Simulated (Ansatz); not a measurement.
I need an active-space calculation of AlH3S, SMILES [AlH2][SH]. Use the Ansatz DFT code, driven from Python. Level of theory (for the species named): Hartree-Fock, 6-31G* basis, multiplicity 1.

The script reads `alh3s.xyz`:
```text
5

Al   -0.58020    0.06810   -0.18410
S     1.19150    0.37730    1.12320
H    -1.75290   -0.99390    0.15160
H    -0.74440    1.04000   -1.49380
H     1.93600   -0.56510    0.36160
```

`alh3s.py`
```python
'''Active-space calculation on AlH3S.'''

import ansatz as az

params = {
    'basis_set': '6-31G*',
}


def main() -> None:
    mol = az.Crystal.molecule_from_extxyz('alh3s.xyz')

    calculation = (
        mol.calculation()
        .basis(gaussian=params['basis_set'])
        .correlation(active_electrons=4, active_orbitals=4)
    )
    for method in [None, 'sc_nevpt2']:
        r = (calculation if method is None else calculation.correlation(method)).run().report
        space = r['configurations']
        state = space['states'][0]
        print(method or 'casscf', f'total {r["free_energy_ev"] / 27.211386246:.6f} Ha, active-space state {state["energy"]["hartree"]:.6f} Ha, mean field {r["reference_energy_ev"] / 27.211386246:.6f} Ha')
        print('  determinants', state['n_determinants'], ' natural occupations', [round(n, 3) for n in space['natural_occupations']])
    print('effectively unpaired electrons, sum of min(n, 2 - n):', round(sum(min(n, 2 - n) for n in space['natural_occupations']), 3))


if __name__ == '__main__':
    main()
```

```console
$ python alh3s.py
casscf total -641.205418 Ha, active-space state -641.205418 Ha, mean field -641.172770 Ha
  determinants 36  natural occupations [1.976, 1.97, 0.03, 0.024]
sc_nevpt2 total -641.346590 Ha, active-space state -641.205409 Ha, mean field -641.172770 Ha
  determinants 36  natural occupations [1.976, 1.97, 0.03, 0.024]
effectively unpaired electrons, sum of min(n, 2 - n): 0.108
```

Reading the output:
- Total energies depend on the basis set; only differences at equal settings carry meaning.
- The geometry is a force-field or estimated start, not a minimum of this method, and the basis set is short of its limit. The active space starts as a window about the frontier orbitals and is then optimised, not chosen by chemistry.
- The whole script took 1.8 s on 1 thread of Arm Neoverse V2 (shared host), peak memory 0.15 GiB.
